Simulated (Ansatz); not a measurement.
Ansatz (a quantum-chemistry and plane-wave program) input (B3LYP-D3(BJ)/def2-TZVP):

Ansatz 0.2 input:
```yaml
crystal:
  periodic: [false, false, false]
  atoms:
    - {symbol: C, position_ang: [-0.01757571, 0.09245593, 1.57136089]}
    - {symbol: C, position_ang: [-0.00253030, 0.02041354, 0.22468106]}
    - {symbol: H, position_ang: [-0.01957867, -0.94890930, 1.97860204]}
    - {symbol: C, position_ang: [0.00393210, 1.27502722, -0.63260020]}
    - {symbol: H, position_ang: [-0.00533690, 2.15164792, 0.01652705]}
    - {symbol: H, position_ang: [0.89047130, 1.33342414, -1.28748007]}
    - {symbol: H, position_ang: [-0.86819721, 1.32921117, -1.30690294]}
    - {symbol: C, position_ang: [0.00994611, -1.24288159, -0.63099270]}
    - {symbol: H, position_ang: [0.00510366, -2.13392940, 0.00074878]}
    - {symbol: H, position_ang: [-0.86054684, -1.30287082, -1.30779127]}
    - {symbol: H, position_ang: [0.89545144, -1.29866425, -1.28839789]}
basis:
  gaussian:
    orbitals: def2-TZVP
hamiltonian:
  xc: b3lyp
  dispersion: d3bj
total_charge: -1
phonons: {temperatures: {t_min: 298.15, t_max: 298.15, t_step: 100}}
```

Output:

```
Functional definition: B3LYP
integrals: 0.07 GiB planned
1028 factors; their error is unknown
mean field: 0.71 GiB planned
mean field evaluation 1: about -4254.1960 eV, gradient 5.4e1 eV
mean field evaluation 2: about -4215.6384 eV, gradient 9.5e1 eV
mean field evaluation 4: about -4261.3500 eV, gradient 1.2e1 eV
mean field evaluation 8: about -4261.8955 eV, gradient 2.2e-1 eV
mean field evaluation 16: about -4261.8873 eV, gradient 7.0e-3 eV
mean field -4261.88726400 eV, -156.6214681411 hartree, gradient 2.2e-5 eV, S^2 0.000000; 0 other end points of the search recorded, 0 dependent functions left out
the calculation of the forces begins
reference -4261.88751236 eV, -156.6214772682 hartree; 16, 16 occupied and 150, 150 virtual orbitals, 1028 factors
these checks for a lower state are left out or cut short: stability, starts, cluster_reference, orbital_swaps, neighbouring_geometries, increment
integrals: 0.07 GiB planned
1028 factors; their error is unknown
mean field: 0.71 GiB planned
mean field -4261.88701919 eV, -156.6214591446 hartree, gradient 1.9e-6 eV, S^2 0.000000; 0 other end points of the search recorded, 0 dependent functions left out
the calculation of the forces begins
reference -4261.88726754 eV, -156.6214682712 hartree; 16, 16 occupied and 150, 150 virtual orbitals, 1028 factors
these checks for a lower state are left out or cut short: stability, starts, cluster_reference, orbital_swaps, neighbouring_geometries, increment
integrals: 0.07 GiB planned
1028 factors; their error is unknown
mean field: 0.71 GiB planned
mean field evaluation 32: about -4261.8868 eV, gradient 4.9e-1 eV
mean field -4261.88717131 eV, -156.6214647347 hartree, gradient 1.9e-6 eV, S^2 0.000000; 0 other end points of the search recorded, 0 dependent functions left out
the calculation of the forces begins
reference -4261.88741968 eV, -156.6214738622 hartree; 16, 16 occupied and 150, 150 virtual orbitals, 1028 factors
these checks for a lower state are left out or cut short: stability, starts, cluster_reference, orbital_swaps, neighbouring_geometries, increment
integrals: 0.07 GiB planned
1028 factors; their error is unknown
mean field: 0.71 GiB planned
mean field -4261.88720765 eV, -156.6214660702 hartree, gradient 1.9e-6 eV, S^2 0.000000; 0 other end points of the search recorded, 0 dependent functions left out
the calculation of the forces begins
reference -4261.88745600 eV, -156.6214751967 hartree; 16, 16 occupied and 150, 150 virtual orbitals, 1028 factors
these checks for a lower state are left out or cut short: stability, starts, cluster_reference, orbital_swaps, neighbouring_geometries, increment
integrals: 0.07 GiB planned
1028 factors; their error is unknown
mean field: 0.71 GiB planned
mean field -4261.88721042 eV, -156.6214661720 hartree, gradient 1.9e-6 eV, S^2 0.000000; 0 other end points of the search recorded, 0 dependent functions left out
the calculation of the forces begins
reference -4261.88745879 eV, -156.6214752996 hartree; 16, 16 occupied and 150, 150 virtual orbitals, 1028 factors
these checks for a lower state are left out or cut short: stability, starts, cluster_reference, orbital_swaps, neighbouring_geometries, increment
integrals: 0.07 GiB planned
1028 factors; their error is unknown
mean field: 0.71 GiB planned
mean field -4261.88704570 eV, -156.6214601185 hartree, gradient 1.9e-6 eV, S^2 0.000000; 0 other end points of the search recorded, 0 dependent functions left out
the calculation of the forces begins
reference -4261.88729405 eV, -156.6214692452 hartree; 16, 16 occupied and 150, 150 virtual orbitals, 1028 factors
these checks for a lower state are left out or cut short: stability, starts, cluster_reference, orbital_swaps, neighbouring_geometries, increment
integrals: 0.07 GiB planned
[...]
1028 factors; their error is unknown
mean field: 0.71 GiB planned
mean field -4261.88712954 eV, -156.6214631998 hartree, gradient 1.9e-6 eV, S^2 0.000000; 0 other end points of the search recorded, 0 dependent functions left out
the calculation of the forces begins
reference -4261.88737796 eV, -156.6214723289 hartree; 16, 16 occupied and 150, 150 virtual orbitals, 1028 factors
these checks for a lower state are left out or cut short: stability, starts, cluster_reference, orbital_swaps, neighbouring_geometries, increment
integrals: 0.07 GiB planned
1028 factors; their error is unknown
mean field: 0.71 GiB planned
mean field evaluation 224: about -4261.8867 eV, gradient 4.9e-1 eV
mean field -4261.88710263 eV, -156.6214622107 hartree, gradient 1.9e-6 eV, S^2 0.000000; 0 other end points of the search recorded, 0 dependent functions left out
the calculation of the forces begins
reference -4261.88735093 eV, -156.6214713358 hartree; 16, 16 occupied and 150, 150 virtual orbitals, 1028 factors
these checks for a lower state are left out or cut short: stability, starts, cluster_reference, orbital_swaps, neighbouring_geometries, increment
integrals: 0.07 GiB planned
1028 factors; their error is unknown
mean field: 0.71 GiB planned
mean field -4261.88714624 eV, -156.6214638133 hartree, gradient 1.9e-6 eV, S^2 0.000000; 0 other end points of the search recorded, 0 dependent functions left out
the calculation of the forces begins
reference -4261.88739466 eV, -156.6214729426 hartree; 16, 16 occupied and 150, 150 virtual orbitals, 1028 factors
these checks for a lower state are left out or cut short: stability, starts, cluster_reference, orbital_swaps, neighbouring_geometries, increment
integrals: 0.07 GiB planned
1028 factors; their error is unknown
mean field: 0.71 GiB planned
mean field -4261.88709145 eV, -156.6214617999 hartree, gradient 1.9e-6 eV, S^2 0.000000; 0 other end points of the search recorded, 0 dependent functions left out
the calculation of the forces begins
reference -4261.88733975 eV, -156.6214709249 hartree; 16, 16 occupied and 150, 150 virtual orbitals, 1028 factors
these checks for a lower state are left out or cut short: stability, starts, cluster_reference, orbital_swaps, neighbouring_geometries, increment
integrals: 0.07 GiB planned
1028 factors; their error is unknown
mean field: 0.71 GiB planned
mean field -4261.88722542 eV, -156.6214667231 hartree, gradient 1.9e-6 eV, S^2 0.000000; 0 other end points of the search recorded, 0 dependent functions left out
the calculation of the forces begins
reference -4261.88747377 eV, -156.6214758500 hartree; 16, 16 occupied and 150, 150 virtual orbitals, 1028 factors
these checks for a lower state are left out or cut short: stability, starts, cluster_reference, orbital_swaps, neighbouring_geometries, increment
integrals: 0.07 GiB planned
1028 factors; their error is unknown
mean field: 0.71 GiB planned
mean field evaluation 256: about -4261.8872 eV, gradient 6.6e-3 eV
mean field -4261.88721372 eV, -156.6214662934 hartree, gradient 1.9e-6 eV, S^2 0.000000; 0 other end points of the search recorded, 0 dependent functions left out
the calculation of the forces begins
reference -4261.88746209 eV, -156.6214754207 hartree; 16, 16 occupied and 150, 150 virtual orbitals, 1028 factors
these checks for a lower state are left out or cut short: stability, starts, cluster_reference, orbital_swaps, neighbouring_geometries, increment
integrals: 0.07 GiB planned
1028 factors; their error is unknown
mean field: 0.71 GiB planned
mean field -4261.88724137 eV, -156.6214673094 hartree, gradient 1.9e-6 eV, S^2 0.000000; 0 other end points of the search recorded, 0 dependent functions left out
the calculation of the forces begins
reference -4261.88748976 eV, -156.6214764376 hartree; 16, 16 occupied and 150, 150 virtual orbitals, 1028 factors
these checks for a lower state are left out or cut short: stability, starts, cluster_reference, orbital_swaps, neighbouring_geometries, increment
integrals: 0.07 GiB planned
1028 factors; their error is unknown
mean field: 0.71 GiB planned
mean field -4261.88720224 eV, -156.6214658714 hartree, gradient 1.9e-6 eV, S^2 0.000000; 0 other end points of the search recorded, 0 dependent functions left out
the calculation of the forces begins
reference -4261.88745057 eV, -156.6214749973 hartree; 16, 16 occupied and 150, 150 virtual orbitals, 1028 factors
these checks for a lower state are left out or cut short: stability, starts, cluster_reference, orbital_swaps, neighbouring_geometries, increment
integrals: 0.07 GiB planned
1028 factors; their error is unknown
mean field: 0.71 GiB planned
mean field -4261.88718940 eV, -156.6214653994 hartree, gradient 1.9e-6 eV, S^2 0.000000; 0 other end points of the search recorded, 0 dependent functions left out
the calculation of the forces begins
reference -4261.88743775 eV, -156.6214745261 hartree; 16, 16 occupied and 150, 150 virtual orbitals, 1028 factors
these checks for a lower state are left out or cut short: stability, starts, cluster_reference, orbital_swaps, neighbouring_geometries, increment
integrals: 0.07 GiB planned
1028 factors; their error is unknown
mean field: 0.71 GiB planned
mean field -4261.88721198 eV, -156.6214662295 hartree, gradient 1.9e-6 eV, S^2 0.000000; 0 other end points of the search recorded, 0 dependent functions left out
the calculation of the forces begins
reference -4261.88746036 eV, -156.6214753570 hartree; 16, 16 occupied and 150, 150 virtual orbitals, 1028 factors
these checks for a lower state are left out or cut short: stability, starts, cluster_reference, orbital_swaps, neighbouring_geometries, increment
integrals: 0.07 GiB planned
1028 factors; their error is unknown
mean field: 0.71 GiB planned
mean field evaluation 288: about -4261.8952 eV, gradient 4.9e-1 eV
mean field -4261.88722293 eV, -156.6214666318 hartree, gradient 1.9e-6 eV, S^2 0.000000; 0 other end points of the search recorded, 0 dependent functions left out
the calculation of the forces begins
reference -4261.88747130 eV, -156.6214757591 hartree; 16, 16 occupied and 150, 150 virtual orbitals, 1028 factors
these checks for a lower state are left out or cut short: stability, starts, cluster_reference, orbital_swaps, neighbouring_geometries, increment
integrals: 0.07 GiB planned
1028 factors; their error is unknown
mean field: 0.71 GiB planned
mean field -4261.88727688 eV, -156.6214686145 hartree, gradient 1.9e-6 eV, S^2 0.000000; 0 other end points of the search recorded, 0 dependent functions left out
the calculation of the forces begins
reference -4261.88752524 eV, -156.6214777414 hartree; 16, 16 occupied and 150, 150 virtual orbitals, 1028 factors
these checks for a lower state are left out or cut short: stability, starts, cluster_reference, orbital_swaps, neighbouring_geometries, increment
integrals: 0.07 GiB planned
1028 factors; their error is unknown
mean field: 0.71 GiB planned
mean field -4261.88720146 eV, -156.6214658427 hartree, gradient 1.9e-6 eV, S^2 0.000000; 0 other end points of the search recorded, 0 dependent functions left out
the calculation of the forces begins
reference -4261.88744983 eV, -156.6214749703 hartree; 16, 16 occupied and 150, 150 virtual orbitals, 1028 factors
these checks for a lower state are left out or cut short: stability, starts, cluster_reference, orbital_swaps, neighbouring_geometries, increment
integrals: 0.07 GiB planned
1028 factors; their error is unknown
mean field: 0.71 GiB planned
mean field -4261.88724272 eV, -156.6214673589 hartree, gradient 1.9e-6 eV, S^2 0.000000; 0 other end points of the search recorded, 0 dependent functions left out
the calculation of the forces begins
reference -4261.88749106 eV, -156.6214764855 hartree; 16, 16 occupied and 150, 150 virtual orbitals, 1028 factors
Total energy: -4262.21618040 eV, -156.6335555957 hartree
Atom 0 at    -0.017576     0.092456     1.571361 Å, force    -0.000009     0.000265     0.000780 eV/Å
Atom 1 at    -0.002530     0.020414     0.224681 Å, force    -0.000001    -0.000409     0.000139 eV/Å
Atom 2 at    -0.019579    -0.948909     1.978602 Å, force     0.000004     0.000105    -0.000381 eV/Å
Atom 3 at     0.003932     1.275027    -0.632600 Å, force     0.000003     0.000123    -0.000315 eV/Å
Atom 4 at    -0.005337     2.151648     0.016527 Å, force     0.000002    -0.000264    -0.000105 eV/Å
Atom 5 at     0.890471     1.333424    -1.287480 Å, force     0.000112     0.000023     0.000044 eV/Å
Atom 6 at    -0.868197     1.329211    -1.306903 Å, force    -0.000113     0.000022     0.000041 eV/Å
Atom 7 at     0.009946    -1.242882    -0.630993 Å, force    -0.000005     0.000175     0.000451 eV/Å
Atom 8 at     0.005104    -2.133929     0.000749 Å, force     0.000002     0.000056    -0.000232 eV/Å
Atom 9 at    -0.860547    -1.302871    -1.307791 Å, force     0.000124    -0.000047    -0.000210 eV/Å
Atom 10 at     0.895451    -1.298664    -1.288398 Å, force    -0.000119    -0.000047    -0.000212 eV/Å
Dipole moment:     0.012912    -0.286701    -1.106903 e Å
Vibrations: 202.91 224.95 378.54 403.14 478.15 775.07 800.76 908.19 1025.50 1034.91 1063.70 1074.47 1225.30 1353.49 1366.58 1464.92 1466.66 1475.48 1476.80 1558.40 2760.80 2896.06 2911.04 2913.25 2918.17 3057.99 3079.47 cm⁻¹, zero-point energy 2.497953 eV
```

It need not be the lowest isomer of its formula. Whether it binds its extra electron was not tested at this geometry.
